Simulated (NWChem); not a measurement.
The numbers come from NWChem runs, not from measurements. System: isobutene (C₄H₈), charge 0, spin multiplicity 1, at a geometry optimised with PBE/def2-SVP. Level: MP2/def2-TZVP, 4 core orbitals frozen.

Input file:

```
start mol
memory heap 200 mb stack 900 mb global 1100 mb
geometry units angstroms nocenter noautoz
  C     -1.277112     0.000000    -0.681178
  C      0.000000     0.000000     0.120807
  C      1.277112     0.000000    -0.681178
  C      0.000000     0.000000     1.470214
  H     -1.329885    -0.888616    -1.347922
  H     -1.329885     0.888616    -1.347922
  H     -2.176212     0.000000    -0.035026
  H      1.329885    -0.888616    -1.347922
  H      2.176212     0.000000    -0.035026
  H      1.329885     0.888616    -1.347922
  H      0.940110     0.000000     2.044875
  H     -0.940110     0.000000     2.044875
  symmetry group C2v
end
basis spherical
  * library def2-tzvp
end
scf
  rhf
  nopen 0
  maxiter 100
  thresh 1e-7
  semidirect memsize 60000000 filesize 0
end
mp2
  freeze core 4
end
task mp2 energy
```

Output (cleaned and shortened):

```
             Northwest Computational Chemistry Package (NWChem) 7.3.0
             --------------------------------------------------------

                                NWChem Input Module
                                -------------------

 Scaling coordinates for geometry "geometry" by  1.889725989
 (inverse scale =  0.529177249)

 Turning off AUTOSYM since
 SYMMETRY directive was detected!

                             Geometry "geometry" -> ""
                             -------------------------

 Output coordinates in angstroms (scale by  1.889725989 to convert to a.u.)

  No.       Tag          Charge          X              Y              Z
 ---- ---------------- ---------- -------------- -------------- --------------
    1 C                    6.0000    -1.27711200     0.00000000    -0.68117800
    2 C                    6.0000     0.00000000     0.00000000     0.12080700
    3 C                    6.0000     1.27711200     0.00000000    -0.68117800
    4 C                    6.0000     0.00000000     0.00000000     1.47021400
    5 H                    1.0000    -1.32988500    -0.88861600    -1.34792200
    6 H                    1.0000    -1.32988500     0.88861600    -1.34792200
    7 H                    1.0000    -2.17621200     0.00000000    -0.03502600
    8 H                    1.0000     1.32988500    -0.88861600    -1.34792200
    9 H                    1.0000     2.17621200     0.00000000    -0.03502600
   10 H                    1.0000     1.32988500     0.88861600    -1.34792200
   11 H                    1.0000     0.94011000     0.00000000     2.04487500
   12 H                    1.0000    -0.94011000     0.00000000     2.04487500

 Effective nuclear repulsion energy (a.u.)     118.7207897954

            Nuclear Dipole moment (a.u.)
            ----------------------------
        X                 Y               Z
 ---------------- ---------------- ----------------
     0.0000000000     0.0000000000     0.0000000000

      Symmetry information
      --------------------

 Group name             C2v
 Group number             16
 Group order               4
 No. of unique centers     6

      Symmetry unique atoms

     1    2    4    5    7   11


 Summary of "ao basis" -> "" (spherical)
 ------------------------------------------------------------------------------
       Tag                 Description            Shells   Functions and Types
 ---------------- ------------------------------  ------  ---------------------
 *                         def2-tzvp                  on all atoms

 Summary of "ao basis" -> "ao basis" (spherical)
 ------------------------------------------------------------------------------
       Tag                 Description            Shells   Functions and Types
 ---------------- ------------------------------  ------  ---------------------
 C                         def2-tzvp                11       31   5s3p2d1f
 H                         def2-tzvp                 4        6   3s1p

                                 NWChem SCF Module
                                 -----------------

  ao basis        = "ao basis"
  functions       =   172
  atoms           =    12
  closed shells   =    16
  open shells     =     0
  charge          =   0.00
  wavefunction    = RHF
  use symmetry    = T
  symmetry adapt  = T

 Summary of "ao basis" -> "ao basis" (spherical)
 ------------------------------------------------------------------------------
       Tag                 Description            Shells   Functions and Types
 ---------------- ------------------------------  ------  ---------------------
 C                         def2-tzvp                11       31   5s3p2d1f
 H                         def2-tzvp                 4        6   3s1p

      Symmetry analysis of basis
      --------------------------

        a1         65
        a2         24
        b1         51
        b2         32

 Forming initial guess at       0.1s

      Superposition of Atomic Density Guess
      -------------------------------------

 Sum of atomic energies:        -154.68378641

      Non-variational initial energy
      ------------------------------

 Total energy =    -157.323652
 1-e energy   =    -440.246482
 2-e energy   =     164.202039
 HOMO         =      -0.295976
 LUMO         =       0.010228

      Symmetry analysis of molecular orbitals - initial
      -------------------------------------------------

  Numbering of irreducible representations:

     1 a1          2 a2          3 b1          4 b2

  Orbital symmetries:

     1 a1          2 b1          3 a1          4 a1          5 a1
     6 b1          7 a1          8 a1          9 b1         10 a1
    11 b2         12 a2         13 b1         14 a1         15 b1
    16 b2         17 b2         18 a1         19 b1         20 a1
    21 b1         22 a1         23 b2         24 a1         25 a2
    26 b1

 Starting SCF solution at       2.6s

 ----------------------------------------------
         Quadratically convergent ROHF

 Convergence threshold     :          1.000E-07
 Maximum no. of iterations :          100
 Final Fock-matrix accuracy:          1.000E-09
 ----------------------------------------------

              iter       energy          gnorm     gmax       time
             ----- ------------------- --------- --------- --------
                 1     -156.1144752240  7.41D-01  1.83D-01      2.9
                 2     -156.1613464055  2.16D-01  4.27D-02      3.1
                 3     -156.1660868549  9.88D-03  1.92D-03      3.8
                 4     -156.1660988962  3.44D-05  1.14D-05      5.3
[...]
                 5     -156.1660988964  8.35D-09  2.49D-09      7.4

       Final RHF  results
       ------------------

         Total SCF energy =   -156.166098896409
      One-electron energy =   -444.263053887154
      Two-electron energy =    169.376165195352
 Nuclear repulsion energy =    118.720789795393

        Time for solution =      4.8s

       Symmetry analysis of molecular orbitals - final
       -----------------------------------------------

  Numbering of irreducible representations:

     1 a1          2 a2          3 b1          4 b2

  Orbital symmetries:

     1 a1          2 b1          3 a1          4 a1          5 a1
     6 b1          7 a1          8 a1          9 b1         10 a1
    11 b2         12 a2         13 b1         14 a1         15 b1
    16 b2         17 a1         18 b2         19 b1         20 a1
    21 b1         22 b2         23 a1         24 a1         25 a2
    26 b1

             Final eigenvalues
             -----------------

              1
    1  -11.2425
    2  -11.2260
    3  -11.2260
    4  -11.2152
    5   -1.0839
    6   -0.9356
    7   -0.9203
    8   -0.7152
    9   -0.6141
   10   -0.6058
   11   -0.5846
   12   -0.5315
   13   -0.5173
   14   -0.5127
   15   -0.4803
   16   -0.3443
   17    0.1366
   18    0.1537
   19    0.1805
   20    0.1916
   21    0.2046
   22    0.2225
   23    0.2310
   24    0.2586
   25    0.2608
   26    0.2780

                       ROHF Final Molecular Orbital Analysis
                       -------------------------------------

 Vector   14  Occ=2.000000D+00  E=-5.126953D-01  Symmetry=a1
              MO Center=  2.0D-15, -3.5D-16, -1.9D-01, r^2= 3.3D+00
   Bfn.  Coefficient  Atom+Function         Bfn.  Coefficient  Atom+Function
  ----- ------------  ---------------      ----- ------------  ---------------
    39      0.218366   2 C  pz               42      0.197633   2 C  pz
   101     -0.197486   4 C  pz                8     -0.184624   1 C  pz
    70     -0.184624   3 C  pz               11     -0.153376   1 C  pz
    73     -0.153376   3 C  pz

 Vector   15  Occ=2.000000D+00  E=-4.803145D-01  Symmetry=b1
              MO Center= -3.6D-16, -5.7D-16,  2.4D-01, r^2= 3.1D+00
   Bfn.  Coefficient  Atom+Function         Bfn.  Coefficient  Atom+Function
  ----- ------------  ---------------      ----- ------------  ---------------
    37      0.237069   2 C  px               40      0.219226   2 C  px
     6     -0.192399   1 C  px               68     -0.192399   3 C  px
     9     -0.155680   1 C  px               71     -0.155680   3 C  px

 Vector   16  Occ=2.000000D+00  E=-3.442749D-01  Symmetry=b2
              MO Center=  8.5D-15, -3.9D-16,  6.7D-01, r^2= 2.3D+00
   Bfn.  Coefficient  Atom+Function         Bfn.  Coefficient  Atom+Function
  ----- ------------  ---------------      ----- ------------  ---------------
   100      0.274350   4 C  py              103      0.268436   4 C  py
    38      0.238447   2 C  py               41      0.236435   2 C  py
   106      0.203628   4 C  py

 Vector   17  Occ=0.000000D+00  E= 1.366151D-01  Symmetry=a1
              MO Center= -2.8D-15, -9.2D-16, -9.7D-01, r^2= 8.9D+00
   Bfn.  Coefficient  Atom+Function         Bfn.  Coefficient  Atom+Function
  ----- ------------  ---------------      ----- ------------  ---------------
     5      4.584253   1 C  s                67      4.584253   3 C  s
    36     -2.566999   2 C  s               127     -1.502919   5 H  s
   133     -1.502919   6 H  s               145     -1.502919   8 H  s
   157     -1.502919  10 H  s               139     -1.313997   7 H  s
   151     -1.313997   9 H  s                 4     -0.521612   1 C  s

 Vector   18  Occ=0.000000D+00  E= 1.537177D-01  Symmetry=b2
              MO Center=  6.6D-15, -1.5D-14,  4.0D-01, r^2= 5.0D+00
   Bfn.  Coefficient  Atom+Function         Bfn.  Coefficient  Atom+Function
  ----- ------------  ---------------      ----- ------------  ---------------
   106      0.873318   4 C  py               44     -0.791218   2 C  py
   127     -0.604364   5 H  s               133      0.604364   6 H  s
   145     -0.604364   8 H  s               157      0.604364  10 H  s
    38     -0.248506   2 C  py               41     -0.230420   2 C  py
   100      0.203663   4 C  py               13     -0.160510   1 C  py

 Vector   19  Occ=0.000000D+00  E= 1.805333D-01  Symmetry=b1
              MO Center= -6.8D-15, -1.1D-15, -5.2D-01, r^2= 1.1D+01
   Bfn.  Coefficient  Atom+Function         Bfn.  Coefficient  Atom+Function
  ----- ------------  ---------------      ----- ------------  ---------------
     5      8.246634   1 C  s                67     -8.246634   3 C  s
    43      4.684035   2 C  px              105     -2.445617   4 C  px
   139     -1.890267   7 H  s               151      1.890267   9 H  s
   127     -1.674461   5 H  s               133     -1.674461   6 H  s
   145      1.674461   8 H  s               157      1.674461  10 H  s

 center of mass
 --------------
 x =  -0.00000000 y =   0.00000000 z =   0.04588438

 moments of inertia (a.u.)
 ------------------
         200.533713061678           0.000000000000           0.000000000000
           0.000000000000         394.864551402081           0.000000000000
           0.000000000000           0.000000000000         217.066156865330

  Mulliken analysis of the total density
  --------------------------------------

    Atom       Charge   Shell Charges
 -----------   ------   -------------------------------------------------------
    1 C    6     6.31   0.85  1.12  0.47  0.66  0.11  1.24  1.38  0.38  0.02  0.06  0.00
    2 C    6     5.98   0.85  1.12  0.49  0.60  0.10  1.20  1.35  0.11  0.03  0.13  0.01
    3 C    6     6.31   0.85  1.12  0.47  0.66  0.11  1.24  1.38  0.38  0.02  0.06  0.00
    4 C    6     6.30   0.85  1.12  0.50  0.59  0.14  1.22  1.29  0.51  0.02  0.05  0.01
    5 H    1     0.89   0.26  0.49  0.12  0.02
    6 H    1     0.89   0.26  0.49  0.12  0.02
    7 H    1     0.89   0.26  0.50  0.11  0.02
    8 H    1     0.89   0.26  0.49  0.12  0.02
    9 H    1     0.89   0.26  0.50  0.11  0.02
   10 H    1     0.89   0.26  0.49  0.12  0.02
   11 H    1     0.88   0.26  0.50  0.10  0.02
   12 H    1     0.88   0.26  0.50  0.10  0.02

       Multipole analysis of the density wrt the origin
       ------------------------------------------------

     L   x y z        total         open         nuclear
     -   - - -        -----         ----         -------
     0   0 0 0     -0.000000      0.000000     32.000000

     1   1 0 0     -0.000000      0.000000      0.000000
     1   0 1 0     -0.000000      0.000000      0.000000
     1   0 0 1     -0.223494      0.000000      0.000000

     2   2 0 0    -19.349123      0.000000    135.293229
     2   1 1 0     -0.000000      0.000000      0.000000
     2   1 0 1      0.000000      0.000000     -0.000000
     2   0 2 0    -21.459825      0.000000     11.279398
     2   0 1 1      0.000000      0.000000      0.000000
     2   0 0 2    -19.742561      0.000000    122.336946

                   NWChem MP2 Semi-direct Energy/Gradient Module
                   ---------------------------------------------

  Basis functions       =    172
  Molecular orbitals    =    172
  Frozen core           =      4
  Frozen virtuals       =      0
  Active alpha occupied =     12
  Active beta occupied  =     12
  Active alpha virtual  =    156
  Active beta virtual   =    156
  Use MO symmetry       = T
  Use skeleton AO sym   = T

  AO/Fock/Back tols     =   1.0D-09  1.0D-09  1.0D-09

 GA uses MA = F    GA memory limited = T

 Available:
  local mem=  1.26D+08
 global mem=  1.44D+08
 local disk=  0.00D+00
  mp2_memr nvloc                   156
  nvloc new                   156
   1 passes of  12:        5242880                     153913                  93657706.
   1 passes of  12: M    126138946           G      144120032           F     120896066.

 Semi-direct pass number   1 of   1  for RHF alpha+beta  at        7.7s
  vrange nnbf                 14707
  mp2_eaftype                   357  avail_ma_in_mb                  1099
 EAF : mp2_eaftype filesize         357   46828853.
  mp2_eaf for mointskh                    357
Node 0 wrote    220.3 Mb in      0.1 s     Agg I/O rate:  2173.5 Mb/s
 Done moints_semi at       29.8s
  mp2_eaftype                   357  avail_ma_in_mb                   742
 EAF : mp2_eaftype filesize         357   46828853.
  mp2_eaf for kh                   357
 Done maket at       31.1s
 Done multipass loop at       31.1s

          -------------------------------------------
          SCF energy                -156.166098896409
          Correlation energy          -0.664228567512
          Singlet pairs               -0.440701212747
          Triplet pairs               -0.223527354765
          Total MP2 energy          -156.830327463920
          -------------------------------------------

          ---------------------------------------------------
                    Spin Component Scaled (SCS) MP2
          Same spin pairs                     -0.149018236510
          Same spin scaling factor             0.333333333333
          Opposite spin pairs                 -0.515210331002
          Opposite spin scaling fact.          1.200000000000
          SCS-MP2 correlation energy          -0.667925142705
          Total SCS-MP2 energy              -156.834024039114
          ---------------------------------------------------

 -----------------------
 Performance information
 -----------------------

 Timer overhead =  2.02D-07 seconds/call

               Nr. of calls         CPU time (s)                 Wall time (s)                GFlops
             ---------------    -------------------     ------------------------------   -------------------
Name         Min   Avg   Max    Min     Avg     Max     Min     Avg     Max   Mx/calls   Min     Max     Sum
mp2: moin     1     1     1    22.     22.     22.      22.     22.     22.     22.      0.0     0.0     0.0
mp2: make     1     1     1    1.3     1.3     1.3      1.3     1.3     1.3     1.3      0.0     0.0     0.0
mp2: tota     1     1     1    24.     24.     24.      24.     24.     24.     24.      0.0     0.0     0.0

 The average no. of pstat calls per process was 3.00D+00
 with a timing overhead of 6.07D-07s

 Task  times  cpu:       31.1s     wall:       31.1s

 Total times  cpu:       31.1s     wall:       31.1s
```
